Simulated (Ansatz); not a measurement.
Input file:

```yaml
crystal:
  periodic: [false, false, false]
  atoms:
    - {symbol: As, position_ang: [0.000000, -0.031170, 0.000000]}
    - {symbol: H, position_ang: [0.000000, 1.158453, -1.209807]}
    - {symbol: H, position_ang: [0.000000, 1.158450, 1.209810]}
basis:
  gaussian: {orbitals: cc-pVDZ}
total_charge: 1
correlation: {method: fic_nevpt4_sd, electrons: outside_noble_gas, active_space: {window: {electrons: 6, orbitals: 6}, shells: [{species: As, l: s, shell: 4}, {species: As, l: p, shell: 4}, {species: H, l: s, shell: 1}]}}
```

```sh
$ ansatz run in.yaml --threads 1 --pin off --events-out ev --progress --plain --max-ram 2393MiB
```

The program prints:

```
703 factors; integrals over basis functions are off by at most 1.7e-7 eV
mean field evaluation 1: about -60816.2432 eV, gradient 6.2e0 eV
mean field evaluation 2: about -60816.2497 eV, gradient 6.2e0 eV
mean field evaluation 4: about -60816.4333 eV, gradient 2.8e-1 eV
mean field evaluation 8: about -60816.4339 eV, gradient 6.0e-4 eV
mean field -60816.43389257 eV, -2234.9627226924 hartree, gradient 2.0e-6 eV, S^2 0.000000; 0 other end points of the search recorded, 0 dependent functions left out; unrestricted orbitals would lower it
reference -60816.43389257 eV, -2234.9627226924 hartree; 17, 17 occupied and 20, 20 virtual orbitals, 703 factors
state -60818.11843317 eV, -2235.0246284177 hartree
state -60818.11843317 eV, -2235.0246284177 hartree; corrected -60819.75207398 eV, -2235.0846636102 hartree
Total energy: -60819.75207398 eV, -2235.0846636102 hartree
Checks for a lower state left out: starts, orbital_swaps
```

Natural occupations: 1.9761 1.9502 1.9260 0.0541 0.0513 0.0423.

For the same geometry and basis full CI lies 61.0 meV lower.

Ran on 1 thread of Arm Neoverse V2, shared host: 1 s wall, 0.1 GiB peak host memory.
